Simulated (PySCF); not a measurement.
Gas-phase reaction: 3 SiOCl₂ = 3 SiCl₂ + O₃

Method: PySCF energies plus ideal-gas RRHO corrections (1 bar). † marks an energy on the PBE0/def2-TZVP geometry and frequencies; other levels use their own. MP2 freezes the core. 6-31G* has spherical d functions here. All species are closed-shell singlets. B3LYP is the form with VWN-RPA correlation. SiOCl₂: computed as isolated molecules; such fragments, hydroxides, amides, oligomers or adducts are transient or little studied in the gas. MP2 isn't extrapolated to the basis-set limit; its ΔH°(298 K) is 985.6 kJ in def2-SVP and 1081.6 kJ in def2-TZVPP. The harmonic model lacks anharmonicity and excited electronic states, which grow with temperature; levels with a mode under 35 cm⁻¹ are left out. Strong static correlation: O₃.

ΔH° and ΔS° at 298 K: B3LYP/6-31G* 884 kJ, 179 J/K; HF/def2-TZVP† 1129 kJ, 178 J/K; MP2/def2-SVP† 986 kJ, 178 J/K; PBE0/def2-SVP† 893 kJ, 178 J/K; ωB97M-V/def2-TZVP† 1007 kJ, 178 J/K.

Problem. With the heat capacities included, give log10 K (1 bar) at 500, 1000, 1200, 1400, 1800 K from B3LYP/6-31G*, HF/def2-TZVP†, MP2/def2-SVP†, PBE0/def2-SVP†, ωB97M-V/def2-TZVP†.

Solution. 
```csv
T (K),B3LYP/6-31G*,HF/def2-TZVP†,MP2/def2-SVP†,PBE0/def2-SVP†,ωB97M-V/def2-TZVP†
500,-83.0,-108.7,-93.7,-84.0,-95.9
1000,-37.0,-49.9,-42.4,-37.6,-43.5
1200,-29.4,-40.1,-33.9,-29.9,-34.8
1400,-24.0,-33.2,-27.8,-24.4,-28.6
1800,-16.8,-24.0,-19.8,-17.1,-20.4
```
